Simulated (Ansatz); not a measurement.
Results of PBE0 in Ansatz (plane waves, PAW) for Bi₂OS₂ (P4/nmm, No. 129; cell taken from a computed entry).

Input file:

Ansatz 0.2 input:
```yaml
crystal:
  lattice:
    - [3.9329254988, 0.0, 0.0]
    - [0.0, 3.9329254988, 0.0]
    - [0.0, 0.0, 13.8611947805]
  atoms:
    - { symbol: Bi, position: [0.0, 0.5, 0.8680431359] }
    - { symbol: Bi, position: [0.5, 0.0, 0.1319568641] }
    - { symbol: Bi, position: [0.5, 0.0, 0.5909182257] }
    - { symbol: Bi, position: [0.0, 0.5, 0.4090817743] }
    - { symbol: S, position: [0.5, 0.0, 0.8954920724] }
    - { symbol: S, position: [0.0, 0.5, 0.1045079276] }
    - { symbol: S, position: [0.0, 0.5, 0.6867361499] }
    - { symbol: S, position: [0.5, 0.0, 0.3132638501] }
    - { symbol: O, position: [0.0, 0.0, 0.5] }
    - { symbol: O, position: [0.5, 0.5, 0.5] }
basis:
  ecutwfc: 460
  ecutrho_ratio: 4
  xc_grid: 2
kpoints:
  mp_grid: { grid: [6, 6, 2] }
  band_path:
    path:
      - [0, 0, 0]
      - [0.0, 0.467448, 0.0]
      - [0.0, 0.471354, 0.0]
    npoints: 1
hamiltonian:
  xc: pbe0
  dispersion: none
  pseudopotentials: { kind: paw }
scf:
  occupations: { method: fermi_dirac, width: 0.01 }
  convergence: { dr2_threshold: 0.000000001 }
output:
  forces: true
  stress: true
  eigenvalues: true
  write_bands: true
```

The run printed, among other lines:

```
WARN output.stress: scf.exx.energy_threshold = 1e-6 eV is looser than the 1e-7 eV advised for a stress under a hybrid functional (1e-8 eV for each atom of the …
Crystal: 10 atoms, lattice volume = 214.404 Å³
Basis set: ecut = 460 eV, 4785 PW (Γ), exchange–correlation on 60×60×200 points (8 copies of the dense FFT grid, shifted against one another)
Bands: 58, of which v1, the nominal top of the filled ones, is band 48 counted from 1 (47 counted from 0)
Symmetry: 16 space group operations
Space group: P4/nmm (ITA 129), of the structure as read, at distance tolerance 6.0e-5 Å
k-points: 20 of 72
Functional: x = pbe(κ = 0.804, μ = 0.2195149727645171), c = pbe(β = 0.06672455060314922), warm-up for x = 0.75 pbe(κ = 0.804, μ = 0.2195149727645171) + 0.25 exact, c = pbe(β = 0.06672455060314922)
SCF iter   1: F=—  HF=-54330.873675 eV  |F-HF|=—  |Δ(HF+E_count)|=         —  Δρ=2.03e-3  dr2=3.79e-2
SCF iter   2: F=—  HF=-54330.876977 eV  |F-HF|=—  |Δ(HF+E_count)|=   3.30e-3  Δρ=9.77e-4  dr2=2.46e-3
  ...
Crystal: 10 atoms, lattice volume = 214.404 Å³
Initial density: handed on by an earlier stage of this run
Functional: x = 0.75 pbe(κ = 0.804, μ = 0.2195149727645171) + 0.25 exact, c = pbe(β = 0.06672455060314922)
Crystal: 10 atoms, lattice volume = 214.404 Å³
SCF 3 converged in 8 iterations: F = -54335.393379 eV  dr2 = 3.51e-10
Crystal: 10 atoms, lattice volume = 214.404 Å³
SCF iter   1: F=—  HF=-54335.393379 eV  |F-HF|=—  |Δ(HF+E_count)|=         —  Δρ=1.66e-6  dr2=3.80e-9
SCF iter   2: F=-54335.393379 eV  HF=-54335.393379 eV  |F-HF|=3.64e-10  |Δ(HF+E_count)|=  4.44e-10  Δρ=3.97e-7  dr2=9.58e-10
SCF 4 converged in 2 iterations: F = -54335.393379 eV  dr2 = 9.58e-10
Free energy (F): -54335.393379 eV
Internal energy: -54335.393379 eV  (E = F + TS)
E sigma→0 (E₀):  -54335.393379 eV
Fermi energy:    9.257642 eV
--- Forces (eV/Å), atoms counted from 1 ---
  atom   1  Bi     0.00000000     0.00000000    -0.28308948
  atom   2  Bi     0.00000000     0.00000000     0.28308948
  atom   3  Bi    -0.00000000     0.00000000    -0.36830545
  atom   4  Bi    -0.00000000     0.00000000     0.36830545
  atom   5  S      0.00000000     0.00000000    -0.07882006
  atom   6  S      0.00000000     0.00000000     0.07882006
  atom   7  S     -0.00000000     0.00000000     0.34523142
  atom   8  S     -0.00000000     0.00000000    -0.34523142
  atom   9  O      0.00000000     0.00000000     0.00000000
  atom  10  O      0.00000000     0.00000000    -0.00000000
--- Stress (GPa, compression-positive) ---
        0.894119       0.000000       0.000000
        0.000000       0.894119       0.000000
        0.000000       0.000000       0.193366
  P = ⅓ Tr σ = 0.6605 GPa (6.605 kbar)
```

The PAW data were made under PBE.

Note: cell and atoms aren't relaxed at this level (largest force component 0.37 eV/Å, pressure 0.7 GPa). Note: the cell has widely spaced layers and the level no dispersion term, so their spacing and the moduli can rest on weak binding.

Ansatz is a program for electronic structure.
